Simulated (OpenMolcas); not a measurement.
# How basis sets differ on SiO2 (silicon dioxide molecule)

The species is SiO2 (3 atoms), meant as a singlet with charge 0. SMILES: `O=[Si]=O`. The shape is that of a GFN2-xTB optimisation.

```xyz
3

O     0.6912    1.2173    0.5137
Si   -0.0007    0.0004   -0.0002
O    -0.6905   -1.2177   -0.5136
```

Quantity: the HOMO–LUMO gap, in eV. The values are calculated.

```tsv
level	kind	program	value (eV)
HF/STO-3G	Hartree–Fock	OpenMolcas	16.04
UHF/STO-3G	Hartree–Fock	OpenMolcas	16.04
HF/cc-pVDZ	Hartree–Fock	OpenMolcas	14.41
HF/cc-pCVDZ	Hartree–Fock	OpenMolcas	14.40
HF/cc-pVTZ	Hartree–Fock	OpenMolcas	14.11
HF/cc-pCVTZ	Hartree–Fock	OpenMolcas	14.04
```

The values span 14.04 to 16.04 eV. A Hartree–Fock LUMO above zero doesn't converge with the basis: it sinks as sets grow more diffuse. Orbital gaps aren't excitation energies.
